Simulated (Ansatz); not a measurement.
C5H7F can be A, `CC1=C(F)C1C`, or B, `C=C=C(F)CC`.

Isolated molecules relaxed with PBE0-D4/def2-TZVP in Ansatz; ΔE leaves out vibrations. CCSD(T)/CBS is the MP2 limit (def2-TZVPP, def2-QZVPP) plus CCSD(T) − MP2 in def2-TZVPP, frozen cores. Functionals use def2-TZVPP. B3LYP here is the variant with VWN-RPA as its local correlation; programs differ in this. One conformer a species, not always the lowest.

**Question.** Which is lower in electronic energy at CCSD(T)/CBS, and by how much? (Estimate.)

**Answer.** The calculation gave: B, by 81.8 kJ/mol.

**Question.** Give E(B) − E(A) in kJ/mol with ωB97M-V, CCSD/def2-TZVPP, B3LYP, MP2/def2-TZVPP, CCSD(T)/def2-TZVPP, HF/def2-TZVPP, B2PLYP. (Estimate.)

**Answer.** The calculation gave: ωB97M-V -79.2, CCSD/def2-TZVPP -82.3, B3LYP -90.5, MP2/def2-TZVPP -65.5, CCSD(T)/def2-TZVPP -81.8, HF/def2-TZVPP -94.8, B2PLYP -84.0. None reverses the order clearly.

Largest T1 diagnostic: 0.012.

From PBE to PBE0 (25 % exact exchange), in def2-TZVPP and without D4, E(B) − E(A) moves by +4.6 kJ/mol. In def2-TZVPP, CCSD(T) changes the Hartree–Fock value by +13.0 kJ/mol (the triples alone add +0.5 kJ/mol) and MP2 by +29.3 kJ/mol.
